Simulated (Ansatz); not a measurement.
# Structure relaxation of K₂Ta₂Ga

Computed with DFT PBE, scalar-relativistic, plane waves, PAW in Ansatz 0.2.0.

The start puts K₂Ta₂Ga on the ThCr2Si2 structure type (I4/mmm, No. 139), with Ga in place of Th, Ta in place of Cr, K in place of Si, at a guessed volume.

The final relaxation ran on this input, with the default PAW datasets:

```yaml
crystal:
  lattice:
    - [-1.8477367454, 1.8477367454, 12.1902617802]
    - [1.8477367454, -1.8477367454, 12.1902617802]
    - [1.8477367454, 1.8477367454, -12.1902617802]
  atoms:
    - { symbol: K, position: [0.6069613943, 0.6069613943, 0.0] }
    - { symbol: K, position: [0.3930386057, 0.3930386057, 0.0] }
    - { symbol: Ta, position: [0.25, 0.75, 0.5] }
    - { symbol: Ta, position: [0.75, 0.25, 0.5] }
    - { symbol: Ga, position: [0.0, 0.0, 0.0] }
basis:
  ecutwfc: 420
kpoints:
  mp_grid: { grid: [14, 14, 14] }
hamiltonian:
  xc: pbe
scf:
  occupations: { method: gaussian, width: 0.1 }
output:
  forces: true
  stress: true
  eigenvalues: true
relax:
  adjacent_minimum: "off"
  f_tol: 0.01
  max_steps: 80
  cell: { stress_tol: 0.05 }
```

Launched as:

```bash
ansatz run input.yaml --threads 1 --pin off --max-ram 2560MiB --backend cpu --events-out ev --progress --plain --runs-dir out
```

The run took 6.5 min on 1 thread of Arm Neoverse V2, with other jobs on the host, peak memory 1.1 GiB.

The program printed at the end:

```
SCF converged after 8 iterations
Free energy (F): -26718.527507 eV
Harris-Foulkes:  -26718.527507 eV  (|F-HF|=0.00e0)
Internal energy: -26718.503872 eV  (E = F + TS)
E sigma→0 (E₀):  -26718.515690 eV
Entropy (-TS):   -0.023635 eV (-4.727 meV/atom)
Fermi energy:    6.620896 eV
--- Per-component energies (eV) ---
  E_band       = -784.623440
  E_kinetic    = 1349.734481
  E_local      = -6539.320566  (includes V_loc(G=0)·N_el)
  E_nonlocal   = 479.468496
  E_hartree    = 2700.733306
  E_xc         = -771.002277
  E_vxc        = -788.380486  (∫ρ·V_xc dr)
  E_paw        = -20341.753992  (= ΣΔE_a)
  E_vpaw       = -687.592174  (= ΣTr[D̂ρ^β])
  E_aug_tail   = 0.000143  (compensation charges beyond the density's cutoff)
  E_ewald      = -3596.363463
  E_smearing   = -0.023635  (= −TS)
  E_closure    =  0.000000  (closes the sum)
  Σ components = -26718.527507   (vs F -26718.527507, Δ=0.00e0)
--- Forces (eV/Å), atoms counted from 1 ---
  atom   1  K      0.00000000     0.00000000    -0.00120938
  atom   2  K      0.00000000     0.00000000     0.00120938
  atom   3  Ta     0.00000000     0.00000000     0.00000000
  atom   4  Ta     0.00000000     0.00000000     0.00000000
  atom   5  Ga     0.00000000     0.00000000     0.00000000
  max |Σ_I F_I| component: 5.42e-20 eV/Å
--- Stress (GPa, compression-positive) ---
       -0.001098       0.000000       0.000000
        0.000000      -0.001098       0.000000
        0.000000       0.000000       0.019143
  P = ⅓ Tr σ = 0.0056 GPa (0.056 kbar)
--- Relaxed structure (4 steps of the walk, 4 accepted, 1 SCFs on fresh bases) ---
  F+E_penalty+E_count = -26718.52750701 eV   max|allowed force component| = 1.209e-3 eV/Å   (the final SCF, on the basis selected at the relaxed cell)
  cell:  # Å, volume = 166.9138 Å³
    - [-1.841533, 1.841533, 12.304766]
    - [1.841533, -1.841533, 12.304766]
    - [1.841533, 1.841533, -12.304766]
  atoms:
    - { symbol: K, position: [0.609641, 0.609641, 0.000000] }
    - { symbol: K, position: [0.390359, 0.390359, 0.000000] }
    - { symbol: Ta, position: [0.250000, 0.75, 0.500000] }
    - { symbol: Ta, position: [0.75, 0.250000, 0.500000] }
    - { symbol: Ga, position: [0.000000, 0.000000, 0.000000] }
```

Total energies depend on the potentials used, so only differences within one code and one set of settings carry meaning.

The result has space group I4/mmm (No. 139). K is coordinated by 4 K at 3.68 Å, 4 Ga at 3.75 Å and 4 Ta at 3.91 Å; Ta has 4 Ta at 2.60 Å; around Ga lie 4 Ga at 3.68 Å and 8 K at 3.75 Å.

Against the elements it lies at 0.91 eV/atom. Energies over the elements count from the elements' standard structures at the same level, with no empirical corrections.

For metals, differences of a few meV/atom aren't resolved. Spin–orbit coupling is left out.

Symmetry constrained the relaxation, so the result can be a saddle point.